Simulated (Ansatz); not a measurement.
Input file:

```yaml
crystal:
  periodic: [false, false, false]
  atoms:
    - {symbol: Al, position_ang: [0.000000, -0.084423, 1.918457]}
    - {symbol: C, position_ang: [0.000000, 0.414488, 0.073585]}
    - {symbol: Cl, position_ang: [0.000000, -0.076169, -1.484972]}
basis:
  gaussian: {orbitals: cc-pVDZ, fitting: {mean_field: def2-universal-jkfit}}
correlation: {active_space: {window: {electrons: 2, orbitals: 10}}}
```

```sh
$ ansatz run in.yaml --threads 1 --pin off --events-out ev --progress --plain --max-ram 2393MiB
```

The program prints:

```
331 factors; integrals over basis functions are off by at most 5.0e-2 eV
mean field evaluation 1: about -20111.5747 eV, gradient 1.2e1 eV
mean field evaluation 2: about -20112.3152 eV, gradient 6.8e0 eV
mean field evaluation 4: about -20112.5883 eV, gradient 1.2e0 eV
mean field evaluation 8: about -20112.6230 eV, gradient 8.8e-7 eV
mean field evaluation 16: about -20112.7334 eV, gradient 2.7e-4 eV
mean field evaluation 32: about -20112.6230 eV, gradient 2.3e-3 eV
mean field -20112.73336219 eV, -739.1293181600 hartree, gradient 5.5e-6 eV, S^2 0.000000; 5 other end points of the search recorded, 0 dependent functions left out
reference -20112.73336219 eV, -739.1293181600 hartree; 18, 18 occupied and 32, 32 virtual orbitals, 331 factors
state -20113.71801507 eV, -739.1655034861 hartree
the orbitals are reached from a further start. From the first start the search ends at -20113.32135293 eV, -739.1509264214 hartree
Total energy: -20113.71801507 eV, -739.1655034861 hartree
```

Natural occupations: 1.8765 0.0638 0.0437 0.0113 0.0038 0.0002 0.0002 0.0002 0.0001 0.0001.

Ran on 1 thread of Arm Neoverse V1, shared host: 18 s wall, 0.1 GiB peak host memory.
